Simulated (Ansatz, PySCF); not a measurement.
Species, as SMILES: FC(F)=C(F)F.
Geometry (B3LYP-D3(BJ)/def2-TZVP, fixed):
```xyz
6

C      0.0032     0.0064     0.6604
C     -0.0032    -0.0064    -0.6604
F      0.0249     1.1143     1.3758
F     -0.0115    -1.0873     1.3975
F      0.0115     1.0873    -1.3975
F     -0.0249    -1.1143    -1.3758
```

Near-linear dependence at PBE0/d-aug-cc-pVDZ with PySCF (spherical functions, density fitting): canonical orthogonalisation drops combinations whose overlap eigenvalue lies under the threshold. The set has 192 functions.

```
threshold  orbitals kept  energy minus last row (mEh)
---------  -------------  ---------------------------
1e-3                   ?                            ?
1e-4                   ?                            ?
1e-5                   ?                            ?
1e-6                 192                        0.000
1e-7                 192                        0.000
1e-9                 192                        0.000
```

Q: Fill in the missing entries.

A: 
- 1e-3, orbitals kept: 180
- 1e-3, energy minus last row (mEh): 1.327
- 1e-4, orbitals kept: 187
- 1e-4, energy minus last row (mEh): 0.258
- 1e-5, orbitals kept: 191
- 1e-5, energy minus last row (mEh): 0.058

The smallest overlap eigenvalue is 1.8e-06. Ansatz (a program for electronic structure) at its default drops 0 functions.
